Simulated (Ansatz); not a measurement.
# CH₃S (doublet): from Hartree-Fock to the top rungs, cc-pV(T+d)Z

Aim: climb from Hartree-Fock through coupled cluster and multireference methods for CH₃S (doublet) at one geometry and basis, and see what each rung misses.

Program: Ansatz 0.2.0, Gaussian basis. Level of theory: cc-pV(T+d)Z, core rule «outside noble gas», up to 6 orbitals frozen. These are calculated values, not measurements.

To be run: UHF; CCSD(T) on ROHF; CCSD(T) on UHF; BCCD(T) on ROHF; CISD; CCSDT(Q) on ROHF; CCSDT(Q) on UHF; CASSCF and MRCISD+Q, 13 electrons in 11 orbitals; CASSCF and NEVPT2, 13 electrons in 11 orbitals.

14 further runs of the same task are left out: 1 that didn't finish, 13 set aside as unsound or not needed.

**1. The system**

The geometry is an MP2(full)/6-31G* stationary point (not a proven minimum).

5 atoms, charge 0, spin multiplicity 2.

Atoms are counted from 1 here; the program's logs count them from 0.

Bond lengths: C1–S2 1.799 Å, C1–H3 1.095 Å, C1–H4 1.090 Å, C1–H5 1.090 Å. Angles: S2–C1–H3 107.0°, S2–C1–H4 111.6°, S2–C1–H5 111.6°, H3–C1–H4 108.0°, H3–C1–H5 108.0°, H4–C1–H5 110.4°.

**2. UHF**

The input, in.yaml:

```yaml
crystal:
  periodic: [false, false, false]
  atoms:
    - {symbol: C, position_ang: [-0.002063, 1.200529, 0.000000]}
    - {symbol: S, position_ang: [-0.002063, -0.598272, 0.000000]}
    - {symbol: H, position_ang: [1.045062, 1.521364, 0.000000]}
    - {symbol: H, position_ang: [-0.477424, 1.602744, 0.895197]}
    - {symbol: H, position_ang: [-0.477424, 1.602744, -0.895197]}
basis:
  gaussian: {orbitals: "cc-pV(T+d)Z.json"}
magnetization: {spin_polarized: true, initial_magnetization: 1}
hamiltonian: {xc: hf}
output: {orbitals: {seedname: orbitals}}
```

Run with:

```sh
$ ansatz run in.yaml --threads 1 --pin off --events-out ev --progress --plain --max-ram 2880MiB --backend cpu
```

The runs that follow: CCSD(T) on ROHF; CCSD(T) on UHF; BCCD(T) on ROHF; CISD; CCSDT(Q) on ROHF; CCSDT(Q) on UHF; CASSCF and MRCISD+Q, 13 electrons in 11 orbitals; CASSCF and NEVPT2, 13 electrons in 11 orbitals.

Q: Predict the results of all the runs planned. Wanted: UCCSDT(Q) below the RHF energy; RMP2 from UCCSDT(Q); UMP2 from UCCSDT(Q); RCCSD from UCCSDT(Q); RCCSD(T) from UCCSDT(Q); UCCSD(T) from UCCSDT(Q); RCCSDT(Q) from UCCSDT(Q); NEVPT2 valence from UCCSDT(Q); MRCISD+Q valence from UCCSDT(Q).

**Answer**, as computed:

```
                         quantity                                         value
   UCCSDT(Q) below the RHF energy                                   -10.3873 eV
              RMP2 from UCCSDT(Q)                               +30.98 kcal/mol
              UMP2 from UCCSDT(Q)                               +31.73 kcal/mol
             RCCSD from UCCSDT(Q)                               +10.00 kcal/mol
          RCCSD(T) from UCCSDT(Q)                                +1.00 kcal/mol
          UCCSD(T) from UCCSDT(Q)                                +1.00 kcal/mol
         RCCSDT(Q) from UCCSDT(Q)                                +0.03 kcal/mol
    NEVPT2 valence from UCCSDT(Q)                               +43.06 kcal/mol
  MRCISD+Q valence from UCCSDT(Q)                                +3.16 kcal/mol
levels within 1 kcal/mol (43 meV)  RCCSD(T), BCCD(T), RCCSDT, UCCSDT, RCCSDT(Q)
                    T1 diagnostic                                         0.015
   effectively unpaired electrons                                          1.02
```

What this shows: RCCSD(T) lands +1.00 kcal/mol from the yardstick (0.4 % of the correlation energy). One determinant dominates. Of the multireference levels listed MRCISD+Q valence comes nearest in total energy (+3.16 kcal/mol), which doesn't show that its space is the better one. These misses are within one basis, not against nature; the frozen cores of restricted and unrestricted runs differ, which can shift their rows.
